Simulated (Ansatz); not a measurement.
# Forms of AlAsH4 and their order

Ansatz 0.2.0, basis cc-pVDZ; geometries are PBE0/def2-TZVP minima. Wave-function levels freeze the cores with the filled d shells of p-block atoms; HF, MP2 and coupled cluster are restricted for singlets and unrestricted otherwise, restricted open-shell where a d shell is frozen, Kohn–Sham unrestricted where that lies lower. The reference is CCSDT(Q) (coupled cluster only where its series has nearly closed). Semilocal and hybrid functionals correlate all electrons outside any core potential and usually lie nearer their basis limit than the reference, so part of their error here is the reference's basis and frozen-core error; RPA and the MP2 part of double hybrids freeze the same cores as the reference. None of these values is a measured one. Energies are electronic, without zero-point terms. No spin–orbit coupling and no scalar relativity. The set is small: such energies can lie up to about 0.3 eV from the limit, spin gaps mostly less, so near ties and functionals' places can change in larger sets. The species are chosen: bound, without strong static correlation by their natural occupations or amplitudes, and with a ladder that closes on the reference, so errors are smaller than for species at large; levels whose determinant breaks symmetry or spin markedly are left out.

A. singlet; Al–As 2.429, Al–H 1.587, As–H 1.522, angles at As 91/93°, angles at Al 120°. Coordinates (Å): Al 0.032 0.000 1.750; As -0.038 0.000 -0.678; H 0.000 1.377 2.537; H 0.000 -1.377 2.537; H 1.002 1.109 -0.746; H 1.002 -1.109 -0.746
B. triplet; Al–As 2.581, Al–H 1.596/1.654, As–H 1.515/1.519, angles at As 95/104/110°, angles at Al 68/108/115°. Coordinates (Å): Al 0.058 0.092 1.882; As 0.016 -0.048 -0.696; H -1.092 1.087 1.230; H -0.486 -1.298 2.448; H 0.249 1.377 -1.155; H -1.421 -0.104 -1.185

Question: From bonding and spin, estimate the order of these in energy at CCSDT(Q), each at its own geometry.

Answer: At CCSDT(Q), above the lowest of those listed: A (0.000 eV), B (2.427 eV).

| level | B less A (eV) |
| --- | --- |
| CCSDT(Q) | 2.427 |
| HF | 2.181 |
| MP2 | 2.482 |
| CCSD | 2.432 |
| CCSD(T) | 2.434 |
| PBE | 2.251 |
| PBE0 | 2.323 |
| wB97M-V | 2.602 |
| RPA-PBE | 2.362 |

Every level shown puts the same form lowest.

The geometries are PBE0's, not this basis's own minima.
